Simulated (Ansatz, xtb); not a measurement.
**Isomers of BH3P2 in order of energy**

6 gas-phase structures of BH3P2, found in a search over its isomers (lower ones may exist). Each was relaxed with GFN2-xTB; where two conformers were screened, the lower at r2SCAN-D4/def2-SVP is listed:

A. `B=PP`, a singlet
B. `B1PP1`, a singlet
C. a singlet given by its coordinates
D. a singlet given by its coordinates
E. `[BH-]1=P[PH2+]1`, a singlet
F. `[H]/P=P/B`, a singlet

D (Å):

```xyz
6

B    -1.1601    0.0745    0.9845
P     0.6427    1.1268    0.8213
P    -1.1609    1.3924    2.0897
H     1.2687   -0.1204    0.8787
H     0.4361    1.0718   -0.5585
H    -1.4287   -0.8611    0.3616
```

Close contacts (Å): B1–P2 2.09, B1–P3 1.72, P2–P3 2.22, B1–H6 1.16, P2–H4 1.40, P2–H5 1.40.

C (Å):

```xyz
6

B    -0.5874   -0.4767   -0.5252
P    -0.8791    1.3927    0.1478
P    -1.1747    3.1551    0.8527
H     0.4645   -0.7567   -0.0526
H    -1.5210   -1.0532   -0.0727
H    -0.5959   -0.3351   -1.7028
```

Close contacts (Å): B1–P2 2.01, P2–P3 1.92, B1–H4 1.19, B1–H5 1.19, B1–H6 1.19.

**Question.** Which do you expect lowest at r2SCAN-D4/def2-SVP, and how would the others follow?

**Answer.** Calculated order at r2SCAN-D4/def2-SVP: E (0.000), B (0.003), D (0.289), C (0.325), F (0.376), A (0.788) eV. Less than 1 kcal/mol parts E and B; D and C, so the order within those pairs means little.

Energies above the lowest of each column, in eV; the last columns are at PBE-D3(BJ)/def2-SVP geometries and were run for some of them only (a dash: not run or not comparable):

| structure | GFN2-xTB | HF/STO-3G | r2SCAN-D4/def2-SVP | PBE-D3(BJ)/def2-SVP | CCSD(T)/def2-TZVPP |
| --- | --- | --- | --- | --- | --- |
| E | 0.408 | 0.985 | 0.000 | 0.000 | 0.000 |
| B | 0.352 | 0.000 | 0.003 | 0.175 | 0.216 |
| D | 0.554 | 0.924 | 0.289 | relaxes to E | – |
| C | 0.142 | 1.169 | 0.325 | 0.428 | – |
| F | 0.000 | 0.588 | 0.376 | 0.564 | – |
| A | 0.543 | 1.077 | 0.788 | – | – |

CCSD(T)/def2-TZVPP puts E lowest of those it was run on; GFN2-xTB picks F, HF/STO-3G picks B. Some further structures that were screened fall inside this span and aren't listed. Flexible structures stand in one conformer each, not always the lowest. Frequencies (PBE-D3(BJ)/def2-SVP) were run for B, E alone.

Over these structures GFN2-xTB departs from r2SCAN-D4/def2-SVP by 0.305 eV on average once a common shift is removed. A GFN2-xTB relaxation took about 0.086 s and the r2SCAN-D4/def2-SVP energy about 1.5 s on a shared host (Ansatz 0.2.0, xtb 6.7.1).
